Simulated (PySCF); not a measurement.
## How the method moves the HOMO and LUMO of 1,1,2,2-tetrafluoroethane

1,1,2,2-tetrafluoroethane, C2H2F4.
Atom-mapped SMILES: `[F:1][CH:2]([F:3])[CH:4]([F:5])[F:6]` (hydrogens: H7 on C2; H8 on C4)

Geometry (PBE0-D3(BJ)/def2-SVP, Å), atoms numbered from 1 in this order:
```
atom  x, y, z in Å
F1    -1.2422    1.1901    0.1820
C2    -0.6938    0.0515   -0.2810
F3    -0.5900    0.1291   -1.6141
C4     0.6885   -0.1135    0.3373
F5     1.5281    0.7993   -0.1679
F6     1.1478   -1.3429    0.0379
H7    -1.3415   -0.8022   -0.0128
H8     0.6414    0.0029    1.4349
```

Basis pcSseg-2 throughout (PySCF), one geometry. Isolated species at its PBE0-D3(BJ)/def2-SVP geometry (one conformer only).

**Question.** How do the orbital energies, the gap and the dipole change with the method?

**Answer.** 
```json
{"method": "OPBE", "kind": "GGA", "HOMO (eV)": "-7.99", "LUMO (eV)": "-0.02", "gap (eV)": "7.96", "μ (D)": "2.07", "SCF cycles": "15"}
{"method": "PBE", "kind": "GGA", "HOMO (eV)": "-8.11", "LUMO (eV)": "-0.10", "gap (eV)": "8.01", "μ (D)": "2.15", "SCF cycles": "14"}
{"method": "BLYP", "kind": "GGA", "HOMO (eV)": "-8.12", "LUMO (eV)": "-0.16", "gap (eV)": "7.96", "μ (D)": "2.19", "SCF cycles": "14"}
{"method": "BP86", "kind": "GGA", "HOMO (eV)": "-8.23", "LUMO (eV)": "0.04", "gap (eV)": "8.27", "μ (D)": "2.16", "SCF cycles": "14"}
{"method": "LDA", "kind": "LDA", "HOMO (eV)": "-8.29", "LUMO (eV)": "-0.23", "gap (eV)": "8.07", "μ (D)": "2.24", "SCF cycles": "13"}
{"method": "B97-2", "kind": "global hybrid", "HOMO (eV)": "-9.62", "LUMO (eV)": "0.67", "gap (eV)": "10.28", "μ (D)": "2.31", "SCF cycles": "13"}
{"method": "HF", "kind": "Hartree–Fock", "HOMO (eV)": "-14.40", "LUMO (eV)": "2.64", "gap (eV)": "17.04", "μ (D)": "2.69", "SCF cycles": "10"}
```

The HOMO spans 6.42 eV, from OPBE down to HF, and the gap runs from 7.96 eV (BLYP) to 17.04 eV (HF). Over the methods OPBE (0 %), PBE (0 %), BLYP (0 %), BP86 (0 %), LDA (0 %), B97-2 (21 %), HF (100 %), a straight line through the gap against the share of exact exchange rises by 0.90 eV for each 10 % (correlation coefficient 0.999). The dipole ranges from 2.07 D (OPBE) to 2.69 D (HF). This basis has no diffuse functions.

The vertical ΔSCF ionisation energy at CAM-B3LYP/def2-SVPD is 12.85 eV; −ε(HOMO) comes closest to it with HF (14.40 eV).
